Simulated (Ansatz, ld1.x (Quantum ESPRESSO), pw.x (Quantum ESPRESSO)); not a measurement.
What a changed setting does to a pw.x run (bcc Ni)

Potential: PAW, ld1.x (Quantum ESPRESSO) 7.5, PBEsol; core [Ar], reference 3d8 4s2 4p0; waves: 4s (bound): rcut 2.05, rcutus 2.40 bohr; 4s channel at 4.85 Ry: rcut 2.05, rcutus 2.40 bohr; 4p (bound, empty): rcut 1.80, rcutus 2.30 bohr; 4p channel at 5.25 Ry: rcut 1.80, rcutus 2.30 bohr; 3d (bound): rcut 0.90, rcutus 1.25 bohr; 3d channel at 2.8 Ry: rcut 0.90, rcutus 1.25 bohr; local part: all-electron potential smoothed inside 1.60 bohr (lloc = -1); core correction: none; augmentation: PSQ, inside the norm-conserving radii.

The reference run (k-mesh 17³, cutoffs 145/900 Ry, Fermi–Dirac 0.01 Ry, mixing_beta 0.4, conv_thr 1e-9, no spin) gives 1.39 GPa at 10.465 Å³/atom, where all-electron LAPW gives -0.55 GPa. This run, with its own iteration cap, changes degauss to 0.002.

```
&control
  calculation='scf', prefix='x', pseudo_dir='./', outdir='./tmp', tstress=.true., disk_io='none'
/
&system
  ibrav=0, nat=1, ntyp=1, ecutwfc=145, ecutrho=900, nbnd=12,
  occupations='smearing', smearing='fd', degauss=0.002
/
&electrons
  conv_thr=1e-09, mixing_beta=0.4, electron_maxstep=60
/
ATOMIC_SPECIES
Ni 1.0 Ni.UPF
CELL_PARAMETERS angstrom
  -1.37792765 1.37792765 1.37792765
  1.37792765 -1.37792765 1.37792765
  1.37792765 1.37792765 -1.37792765
ATOMIC_POSITIONS crystal
Ni 0.0000 0.0000 0.0000
K_POINTS automatic
17 17 17 0 0 0
```

```bash
pw.x < Ni.scf.in > Ni.scf.out
```

**Question.** How does the run end?

**Answer.** It converges in 16 iterations; the free energy moves by +57.6 meV/atom and the pressure by -1.38 GPa. In a metal, with Fermi–Dirac smearing, F lies below its zero-width value by a term in the square of the width.

```
Message from routine setup:
     using ibrav=0 with symmetry is DISCOURAGED, use correct ibrav instead
     lattice parameter (alat)  =       4.5101  a.u.
     unit-cell volume          =      70.6213 (a.u.)^3
     number of electrons       =        10.00
     number of Kohn-Sham states=           12
     kinetic-energy cutoff     =     145.0000  Ry
     charge density cutoff     =     900.0000  Ry
     scf convergence threshold =      1.0E-09
     Exchange-correlation= SLA  PW   PSX  PSC
     number of k points=   165  Fermi-Dirac smearing, width (Ry)=  0.0020
     iteration #  1     ecut=   145.00 Ry     beta= 0.40
     total energy              =    -183.12545857 Ry
     estimated scf accuracy    <       0.01921010 Ry
     iteration #  2     ecut=   145.00 Ry     beta= 0.40
     total energy              =    -183.12978228 Ry
     estimated scf accuracy    <       0.00653993 Ry
     iteration #  3     ecut=   145.00 Ry     beta= 0.40
     total energy              =    -183.13201883 Ry
     estimated scf accuracy    <       0.00103887 Ry
     [... 10 iterations left out ...]
     iteration # 14     ecut=   145.00 Ry     beta= 0.40
     total energy              =    -183.13222462 Ry
     estimated scf accuracy    <       0.00000001 Ry
     iteration # 15     ecut=   145.00 Ry     beta= 0.40
     total energy              =    -183.13222462 Ry
     estimated scf accuracy    <          1.2E-09 Ry
     iteration # 16     ecut=   145.00 Ry     beta= 0.40
     the Fermi energy is    13.9032 ev
!    total energy              =    -183.13222462 Ry
     estimated scf accuracy    <          5.8E-10 Ry
     smearing contrib. (-TS)   =      -0.00031947 Ry
     The total energy is F=E-TS. E is the sum of the following terms:
     one-electron contribution =      -8.78312195 Ry
     hartree contribution      =      20.23015557 Ry
     xc contribution           =     -13.15917372 Ry
     ewald contribution        =     -69.88028024 Ry
     one-center paw contrib.   =    -111.53948481 Ry
     convergence has been achieved in  16 iterations
          total   stress  (Ry/bohr**3)                   (kbar)     P=        0.08
     Message from routine punch:
     Nothing written, as per user request (disk_io='none')
```

The run took about 1.8 min on one core of a shared host (Neoverse-V1, 32 threads, 247 GiB, load 29).
